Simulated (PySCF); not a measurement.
Homolysis of single bonds, series formyl-X. All species are isolated molecules in the gas phase. One relaxed conformer stands for each flexible species; it need not be the lowest. Strings in code marks are SMILES.

The dipole moment from two functionals at the same geometries (PBE0-D3(BJ)/def2-TZVP), both in PySCF: PBE-D3(BJ)/def2-TZVP and TPSSh-D3(BJ)/def2-TZVP. 

```tsv
species	PBE-D3(BJ)/def2-TZVP (D)	TPSSh-D3(BJ)/def2-TZVP (D)
radical fragment (`[CH2]C`)	0.35	0.29
radical fragment (`C[O]`)	2.09	2.01
radical fragment (`[SH]`)	0.87	0.88
radical fragment (`C[S]`)	1.76	1.75
```

Over these rows, drawn at random from the members with no instability flagged (it was tested for open shells, ions and some series alone), PBE minus TPSSh-D3(BJ): mean +0.03 D, from -0.01 D to +0.08 D.
